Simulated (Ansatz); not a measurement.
# The cluster OsO₂−: structure and electronic state

Aim: characterise the cluster OsO₂− as a doublet: its structure, frontier levels and distribution of charge and spin.

Computed with Ansatz 0.2.0, Gaussian basis. Level: UKS PBE0-D4/def2-TZVPD.

Levels to be run: relaxation at PBE0-D4/def2-TZVPD; a single point at PBE0-D4/def2-TZVPD.

1 further run of the same task is left out (set aside as unsound or not needed).

**1. Starting geometry**

3 atoms, charge -1, spin multiplicity 2.

Atoms are counted from 1 here; the program's logs count them from 0.

Bond lengths: Os1–O2 1.621 Å, Os1–O3 1.621 Å. Angles: O2–Os1–O3 180.0°.

Geometry (Å):

```xyz
3
charge -1, multiplicity 2
Os    0.0000    0.0000    0.0000
O    -1.1692    1.0361    0.4312
O     1.1692   -1.0361   -0.4312
```

Os takes a core potential in the def2 sets. No spin-orbit coupling is included. The ion is computed in the gas phase, without counter-ions or solvent.

The start is a GFN2-xTB geometry.

**2. Relaxation at PBE0-D4/def2-TZVPD**

Contents of in.yaml:

```yaml
crystal:
  periodic: [false, false, false]
  atoms:
    - {symbol: Os, position_ang: [-0.000010, 0.000010, 0.000010]}
    - {symbol: O, position_ang: [-1.169160, 1.036060, 0.431190]}
    - {symbol: O, position_ang: [1.169160, -1.036070, -0.431210]}
basis:
  gaussian: {orbitals: def2-TZVPD}
total_charge: -1
magnetization: {spin_polarized: true, initial_magnetization: 1}
hamiltonian: {xc: pbe0, dispersion: d4}
scf: {lower_state_search: "off"}
output: {orbitals: {seedname: orbitals}}
relax: {f_tol: 0.02, max_steps: 100}
```

Run with:

```sh
ansatz run in.yaml --threads 4 --pin off --events-out ev --progress --plain --max-ram 3916MiB
```

The runs that follow: Single point, PBE0-D4/def2-TZVPD.

**Question.** What will the summary of the whole plan be? Wanted: point group; near neighbours of the metal; HOMO, LUMO at PBE0-D4/def2-TZVPD; ⟨S²⟩; charge on the metal; spin on the metal.

**Answer**, as computed:

| quantity | value |
| --- | --- |
| point group | C2v |
| near neighbours of the metal | O 1.72, O 1.72 Å |
| HOMO, LUMO at PBE0-D4/def2-TZVPD (over both spins) | -0.83, 2.21 eV |
| ⟨S²⟩ | 0.756 |
| charge on the metal (Mulliken, PBE0-D4/def2-TZVPD) | -0.09 e |
| spin on the metal (Mulliken) | 1.03 |

**Reading.** The molecule keeps its bonding pattern by the stored test; the atoms moved 0.21 Å (rms), and the angle O2–Os1–O3 went from 180° to 151°. Of 1 unpaired electron, 1.03 sit on the metal by Mulliken's count. No usable vibrations, so a minimum isn't proven. The alpha HOMO lies nearest to Os1 80 %; O2, O3 about 10 % each and the alpha LUMO to Os1 56 %; O2, O3 about 22 % each (shares on a coarse grid); over both spins the HOMO and the LUMO of beta spin, not drawn, take the frontier's place. Whether this spin is the lowest isn't tested here.
